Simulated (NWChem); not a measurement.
# hydrogen sulfide (H₂S); SMILES S

All runs: NWChem. Geometry: optimised at PBE-D3(BJ)/def2-SVP. Level: M05-2X/def2-SVP with SMD (1 M gas to 1 M solution), gas-phase geometry.

What does the run give for solvent dichloromethane? Quantities: solvation free energy (kcal/mol); cavity-dispersion-structure term (kcal/mol); dipole in solution (D).


```json
{
 "solvation free energy (kcal/mol)": "-3.5",
 "cavity-dispersion-structure term (kcal/mol)": "-1.2",
 "dipole in solution (D)": "1.65"
}
```
